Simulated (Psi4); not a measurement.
**SiH3F (SMILES F[SiH3]): M06-2X/pcseg-2 (sweep point 3)**

Aim: the vertical electron affinity of SiH3F at M06-2X/pcseg-2 (sweep point 3), from 2 runs. 

The calculation is run with Psi4 1.11.

## (1) The molecule

SiH3F has 5 atoms, charge 0, and is taken as a singlet. SMILES: `F[SiH3]`. Geometry: relaxed at PBE0-D4/def2-TZVP.

Bond lengths: F1–Si2 1.600 Å, Si2–H3 1.482 Å, Si2–H4 1.482 Å, Si2–H5 1.482 Å. Angles: F1–Si2–H3 108.3°, F1–Si2–H4 108.3°, F1–Si2–H5 108.3°, H3–Si2–H4 110.6°, H3–Si2–H5 110.6°, H4–Si2–H5 110.6°.

## (2) The energy at M06-2X/pcseg-2 (sweep point 3)

Input file calc.in:

```
memory 1600 MB

molecule molecule1 {
  0 1
  F     -2.40864492     0.30764741     1.62138501
  Si     0.08182514    -0.03647171    -0.05801459
  H     -0.69504127    -0.36396125    -2.72819761
  H      1.45244350    -2.30149745     0.85340032
  H      1.66390385     2.25519916     0.23319220
  units bohr
  symmetry c1
}

set basis pcseg-2
set puream true
set scf_type pk
set dft_radial_points 99
set dft_spherical_points 590

E, wfn = energy('m06-2x', return_wfn=True)
print_variables()
```

Run with:

```bash
$ psi4 calc.in calc.out -n 1
```

calc.out, shortened:

```text
[...]
  Running in c1 symmetry.
[...]
  Nuclear repulsion =   63.042807294126760
[...]
  Multiplicity = 1
[...]
  Nalpha       = 13
  Nbeta        = 13
[...]
    Number of basis functions: 106
[...]
   @RKS iter   1:  -391.14692160826502   -4.75156e-01   3.24951e-03 DIIS/ADIIS
[...]
   @RKS iter   7:  -391.18709269485345   -2.26822e-08   2.44494e-07 DIIS
[...]
    Orbital Energies [Eh]
    ---------------------
    Doubly Occupied:
       1A    -67.018602     2A    -25.229538     3A     -5.577671
       4A     -3.891071     5A     -3.889139     6A     -3.889139
       7A     -1.330614     8A     -0.651425     9A     -0.544650
      10A     -0.544649    11A     -0.534730    12A     -0.409610
      13A     -0.409595
[...]
  @RKS Final Energy:  -391.18709269485345
   => Energetics <=
    Nuclear Repulsion Energy =             63.0428072941267601
    One-Electron Energy =                -667.9945565523611322
    Two-Electron Energy =                 229.2410823193344811
    DFT Exchange-Correlation Energy =     -15.4764257559536027
    Empirical Dispersion Energy =           0.0000000000000000
    VV10 Nonlocal Energy =                  0.0000000000000000
    Total Energy =                       -391.1870926948534475
[...]
 Multipole Moments:
 ------------------------------------------------------------------------------------
     Multipole            Electronic (a.u.)      Nuclear  (a.u.)        Total (a.u.)
 ------------------------------------------------------------------------------------
 L = 1.  Multiply by 2.5417464519 to convert [e a0] to [Debye]
 Dipole X            :         -2.7523846            3.2256518            0.4732672
 Dipole Y            :          0.3804400           -0.4457978           -0.0653577
 Dipole Z            :          1.8562723           -2.1753133           -0.3190410
 Magnitude           :                                                    0.5744916
[...]
```

It took 27 s on 1 thread of Intel Xeon Platinum 8488C (Sapphire Rapids), shared host; peak memory 0.67 GiB.

## (3) The doublet anion at the same level

Input file job.in:

```
memory 1.6 GB

molecule {
  -1 2
  F     -2.40864492     0.30764741     1.62138501
  Si     0.08182514    -0.03647171    -0.05801459
  H     -0.69504127    -0.36396125    -2.72819761
  H      1.45244350    -2.30149745     0.85340032
  H      1.66390385     2.25519916     0.23319220
  units bohr
  symmetry c1
}

set basis pcseg-2
set reference uks
set puream true
set scf_type pk
set dft_radial_points 99
set dft_spherical_points 590
set maxiter 150

energy('m06-2x')
```

Run with:

```bash
$ psi4 -i job.in -o job.out -n 1
```

job.out, shortened:

```text
[...]
  Running in c1 symmetry.
[...]
  Nuclear repulsion =   63.042807294126760
[...]
  Multiplicity = 2
[...]
  Nalpha       = 14
  Nbeta        = 13
[...]
    Number of basis functions: 106
[...]
   @UKS iter   1:  -391.00188249295962   -3.30117e-01   4.45348e-03 DIIS/ADIIS
[...]
   @UKS iter  10:  -391.12828848271414   -3.76043e-07   4.94412e-07 DIIS
[...]
   @S^2 Observed:                7.517214119E-01
[...]
    Orbital Energies [Eh]
    ---------------------
    Alpha Occupied:
       1A    -66.792227     2A    -25.010091     3A     -5.348882
       4A     -3.663148     5A     -3.661281     6A     -3.661281
       7A     -1.114883     8A     -0.434813     9A     -0.326616
      10A     -0.326614    11A     -0.321572    12A     -0.195043
      13A     -0.195030    14A      0.096184
    Alpha Virtual:
      15A      0.233638    16A      0.249727    17A      0.249734
      18A      0.311077    19A      0.311079    20A      0.404189
      21A      0.436371    22A      0.470787    23A      0.470797
      24A      0.601188    25A      0.617884    26A      0.617886
[...]
  @UKS Final Energy:  -391.12828848271414
   => Energetics <=
    Nuclear Repulsion Energy =             63.0428072941267601
    One-Electron Energy =                -673.6815128188634390
    Two-Electron Energy =                 235.0740112541041356
    DFT Exchange-Correlation Energy =     -15.5635942120815507
    Empirical Dispersion Energy =           0.0000000000000000
    VV10 Nonlocal Energy =                  0.0000000000000000
    Total Energy =                       -391.1282884827141402
[...]
 Multipole Moments:
 ------------------------------------------------------------------------------------
     Multipole            Electronic (a.u.)      Nuclear  (a.u.)        Total (a.u.)
 ------------------------------------------------------------------------------------
 L = 1.  Multiply by 2.5417464519 to convert [e a0] to [Debye]
 Dipole X            :         -3.4137618            3.2256518           -0.1881100
 Dipole Y            :          0.4717923           -0.4457978            0.0259946
 Dipole Z            :          2.3021824           -2.1753133            0.1268691
 Magnitude           :                                                    0.2283788
[...]
```

It took 48 s on 1 thread of Intel Xeon Platinum 8488C (Sapphire Rapids), shared host; peak memory 0.67 GiB.

## (4) Outcome

Level: M06-2X/pcseg-2 (sweep point 3).

```
                                         quantity          value
                      singlet SiH3F: total energy  -391.18709 Eh
                     singlet SiH3F: dipole moment         1.46 D
                       singlet SiH3F: HOMO energy      -11.15 eV
                       singlet SiH3F: LUMO energy        0.52 eV
                     singlet SiH3F: HOMO–LUMO gap       11.66 eV
                      doublet anion: total energy  -391.12829 Eh
doublet anion: HOMO energy (highest over α and β)        2.62 eV
 doublet anion: LUMO energy (lowest over α and β)        4.43 eV
                              doublet anion: ⟨S²⟩          0.752
vertical electron affinity (to the doublet anion)      -1.600 eV
```

**Reading.** The anion lies 1.60 eV (154 kJ/mol) above the neutral: the electron isn't bound at this level, and such a value depends on the basis. Without diffuse functions anions come out too high. The HOMO (doublet anion) lies at positive energy, 2.62 eV; only total energies tell whether the electron is bound.
